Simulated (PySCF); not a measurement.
How methods differ on the ionisation energy of Li

Li [He] 2s1 (2S) → Li⁺ 1s2 (1S), as a difference of total energies. All numbers are calculated (PySCF 2.14, scalar relativity by spin-free X2C-1e, in x2c-TZVPPall (5s3p1d, 19 functions)). Correlated levels: valence and next inner shell: nothing frozen. The calculations carry no spin-orbit coupling.

```json
{"method": "UHF", "ionisation energy (eV)": "5.342"}
{"method": "MP2 (valence and next inner shell)", "ionisation energy (eV)": "5.369"}
{"method": "SCS-MP2 (valence and next inner shell)", "ionisation energy (eV)": "5.366"}
{"method": "CCSD (valence and next inner shell)", "ionisation energy (eV)": "5.374"}
{"method": "CCSD(T) (valence and next inner shell)", "ionisation energy (eV)": "5.374"}
{"method": "CCSDT (valence and next inner shell)", "ionisation energy (eV)": "5.375"}
{"method": "FCI (valence and next inner shell)", "ionisation energy (eV)": "5.375"}
```

How much does correlation contribute at CCSD(T) (valence and next inner shell)?

5.374 − (5.342) = 0.032 eV, measured against UHF.

Errors of the correlated levels include the incompleteness of this basis.

For comparison: 5.392 eV (measured; NIST Atomic Spectra Database, ionization energies).
